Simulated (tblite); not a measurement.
Compound: C4H11P2 (charge -1).
Bonds: C1–P2, P2–C3, P2–C4, C4–C5, C5–P6. Hydrogens: H7, H8, H9 on C1; H10, H11, H12 on C3; H13, H14 on C4; H15, H16 on C5; H17 on P6.

A start from a force field or distance geometry was refined with GFN2-xTB geometry optimisation, gas phase (tblite 0.8.0). Values at the start:

```json
{"coordinate": "C1–P2", "start": "1.822 Å"}
{"coordinate": "C1–H7", "start": "1.114 Å"}
{"coordinate": "P2–C3", "start": "1.837 Å"}
{"coordinate": "P2–C4", "start": "1.857 Å"}
{"coordinate": "C4–C5", "start": "1.492 Å"}
{"coordinate": "C4–H13", "start": "1.118 Å"}
{"coordinate": "C5–P6", "start": "1.816 Å"}
{"coordinate": "C5–H15", "start": "1.130 Å"}
{"coordinate": "P6–H17", "start": "1.434 Å"}
{"coordinate": "C1–P2–C3", "start": "115.5°"}
{"coordinate": "C1–P2–C4", "start": "113.6°"}
{"coordinate": "P2–C4–C5", "start": "107.7°"}
{"coordinate": "C3–P2–C4", "start": "105.9°"}
{"coordinate": "C4–C5–P6", "start": "107.3°"}
{"coordinate": "C1–P2–C4–C5", "start": "-80°"}
{"coordinate": "P2–C4–C5–P6", "start": "60°"}
```

Q: How do these coordinates change at the GFN2-xTB level?

A: 
```json
{"coordinate": "P2–C3", "GFN2-xTB (Å or °)": "1.924", "change": "+0.087"}
{"coordinate": "P6–H17", "GFN2-xTB (Å or °)": "1.383", "change": "-0.051"}
{"coordinate": "C5–P6", "GFN2-xTB (Å or °)": "1.858", "change": "+0.042"}
{"coordinate": "C5–H15", "GFN2-xTB (Å or °)": "1.095", "change": "-0.035"}
{"coordinate": "C1–P2", "GFN2-xTB (Å or °)": "1.854", "change": "+0.032"}
{"coordinate": "C4–C5", "GFN2-xTB (Å or °)": "1.519", "change": "+0.027"}
{"coordinate": "C1–H7", "GFN2-xTB (Å or °)": "1.091", "change": "-0.023"}
{"coordinate": "C4–H13", "GFN2-xTB (Å or °)": "1.096", "change": "-0.022"}
{"coordinate": "P2–C4", "GFN2-xTB (Å or °)": "1.862", "change": "+0.005"}
{"coordinate": "C1–P2–C3", "GFN2-xTB (Å or °)": "92.1", "change": "-23.4"}
{"coordinate": "C3–P2–C4", "GFN2-xTB (Å or °)": "93.0", "change": "-12.9"}
{"coordinate": "C1–P2–C4", "GFN2-xTB (Å or °)": "104.4", "change": "-9.2"}
{"coordinate": "P2–C4–C5", "GFN2-xTB (Å or °)": "104.0", "change": "-3.7"}
{"coordinate": "C4–C5–P6", "GFN2-xTB (Å or °)": "106.6", "change": "-0.7"}
{"coordinate": "C1–P2–C4–C5", "GFN2-xTB (Å or °)": "-107", "change": "-27"}
{"coordinate": "P2–C4–C5–P6", "GFN2-xTB (Å or °)": "34", "change": "-26"}
```

The energy falls by 33.7 kcal/mol over 119 L-BFGS steps, the largest force on an atom goes from 3.51 to 0.009 eV/Å, and the atoms move by 0.589 Å rms after alignment. The bond that changes most is P2–C3 (phosphine phosphorus to sp3 carbon bound to phosphorus), which lengthens by 0.087 Å. Bonds longer at the end by more than 0.005 Å: 5 of 16; shorter: 11. Among the dihedrals that turn most is C4–P2–C3–H11, from -141° to 174°. Rotational constants go from 3964, 1463, 1149 to 3807, 1579, 1289 MHz.

Its GFN2-xTB frequencies are all real (lowest 88 cm⁻¹). 3 starts were optimised and ended at 0.00, 1.94 and 1.95 kcal/mol (GFN2-xTB); the lowest of these is shown.

One conformer stands for the species.

These are computed values.
